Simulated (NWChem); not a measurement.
## Correlation energy of hydrogen peroxide (H$_{2}$O$_{2}$)

SMILES: OO
```xyz
4

O     -0.2942     0.6453    -0.0547
O      0.2942    -0.6453    -0.0547
H      0.3673     1.1503     0.4376
H     -0.3673    -1.1503     0.4376
```
Charge 0, spin multiplicity 1.

Program: NWChem. The geometry was optimised at PBE0/def2-SVP, a minimum by its harmonic frequencies. It is one conformer; others weren't searched.

Basis set: cc-pVTZ. Each correlation energy counts from its own Hartree-Fock reference.

```tsv
method	correlation energy (mHa)	difference from CCSD(T)
SCS-MP2	-486.9	+33.3
CR-CCSD[T]	-517.3	+2.9
RI-MP2	-494.5	+25.6
MP2	-494.5	+25.6
CR-CCSD(T)	-516.8	+3.3
CCSD+T(CCSD)	-520.7	-0.5
CCSD	-502.2	+17.9
CCSD(T)	-520.1	0.0
```

The values span 33.8 mHa, from CCSD+T(CCSD) (lowest) to SCS-MP2 (highest). 

The correlated methods keep 2 core orbitals frozen. No row is a measurement; the coupled-cluster row has its own basis-set and correlation limits.
